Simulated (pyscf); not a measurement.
**Four-centre exchange: `[OH2]` + `[OH][GeH3]` → `[OH][GeH3]` + `[OH2]`**

Gas phase, singlet surface, charge 0. Bonds broken: O1–H8, Ge2–O7. Bonds formed: O1–Ge2, O7–H8. Structures and frequencies: ωB97X-D3(BJ)/def2-SVP in PySCF.

Transition state (Å):

```xyz
9

O      0.5062     0.6855     1.5011
Ge    -0.2200    -0.3453    -0.1072
H      1.2117     1.3017     1.2692
H     -1.2376    -0.5227    -1.2772
H      1.0951    -0.0420    -0.8650
H     -0.2593    -1.6544     0.6907
O     -1.5521     1.0383     0.6497
H     -0.6798     1.1403     1.3702
H     -2.3805     0.6909     1.0042
```

One imaginary mode, 809i cm⁻¹; descent along it reached the two sides named, in the forms told below.

```csv
bond,change,reactant side (Å),saddle,product side
O1–H8,breaks,0.973,1.277,1.887
Ge2–O7,breaks,1.806,2.064,3.0
O1–Ge2,forms,3.0,2.044,1.806
O7–H8,forms,1.884,1.136,0.973
```

Electronic energies relative to the separated reactants (kcal/mol):

```csv
level,barrier,reaction energy,reverse barrier
ωB97X-D3(BJ)/def2-TZVP,22.4,0.0,22.4
PBE/def2-TZVP,17.7,0.0,17.7
r²SCAN/def2-TZVP,19.2,0.0,19.2
B3LYP-D3(BJ)/def2-TZVP,21.9,0.0,21.9
PBE0-D3(BJ)/def2-TZVP,20.2,0.0,20.2
M06-2X/def2-TZVP,20.7,0.0,20.7
ωB97M-D3(BJ)/def2-TZVP,22.4,0.0,22.4
HF/def2-TZVP,38.5,0.0,38.5
```

With ωB97M-D3(BJ)/def2-TZVP energies and thermal terms (ideal gas, 1 atm, RRHO with modes under 100 cm⁻¹ raised to 100, one conformer, R ln 2 for chiral ones without a mode under 150 cm⁻¹), in kcal/mol:

| T (K) | ΔH‡ | ΔG‡ | ΔH | ΔG |
|---|---|---|---|---|
| 298 | 21.4 | 32.4 | 0.0 | 0.0 |
| 600 | 21.3 | 43.6 | 0.0 | 0.0 |
| 900 | 21.9 | 54.7 | 0.0 | 0.0 |
| 1200 | 22.6 | 65.5 | 0.0 | 0.0 |

On the reactant side the descent ends in a complex, 6.1 kcal/mol under the separated species and 28.6 kcal/mol under the saddle at ωB97X-D3(BJ)/def2-TZVP. On the product side the descent ends in a complex (not fully relaxed), 6.1 kcal/mol under the separated species and 28.6 kcal/mol under the saddle at ωB97X-D3(BJ)/def2-TZVP. One saddle was located; it need not be the lowest between these sides. Elements up to Kr have no core potential and no relativistic terms here.
